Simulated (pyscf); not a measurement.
This saddle point was located with ωB97X-D3(BJ)/def2-SVP in PySCF.

```
Si
O 1 1.6922
H 2 0.9628 1 115.77
H 1 1.4758 2 97.36 3 167.97
H 1 1.4864 4 129.90 2 112.45
H 1 1.6291 4 113.83 2 -97.27
Si 6 1.8224 1 101.75 4 -76.88
O 7 1.5741 6 86.27 1 -1.25
```

Surface: singlet, charge 0. Lowest wavenumbers (cm⁻¹): 154i, 208, 258, 319, 369.

Q: What reaction is this the transition state of?

A: O=Si: [singlet] + HO–SiH₃ ⇌ HO–SiH₂–O–SiH: [singlet], an addition across a multiple bond or ene-type step read from left to right: H–Si broken and H–Si, O–Si formed. At CCSD(T)/def2-TZVPP + ΔMP2(QZVPP) it lies +28.9 kJ/mol from the left side and +148.2 kJ/mol from the right (each side as separated species at their lowest minima found). On the reactant side the descent ends in a complex, 18.3 kJ/mol under the separated species and 21.4 kJ/mol under the saddle at ωB97X-D3(BJ)/def2-TZVP. The reactants may also form a dative adduct at O=Si: [singlet]; it and routes through it were not searched. At the saddle there is also a short Si–Si contact that neither side keeps. At ωB97X-D3(BJ)/def2-TZVP the barrier from the zero used here is 3.1 kJ/mol. HO–SiH₂–O–SiH: [singlet] lies 58.7 kJ/mol over its isomer HO–Si:–O–SiH₃ [singlet] (electronic energy, ωB97M-D3(BJ)/def2-TZVP). One saddle was located; it need not be the lowest between these sides. The CCSD(T) − MP2 part came from Ansatz, without density fitting, on the same reference.
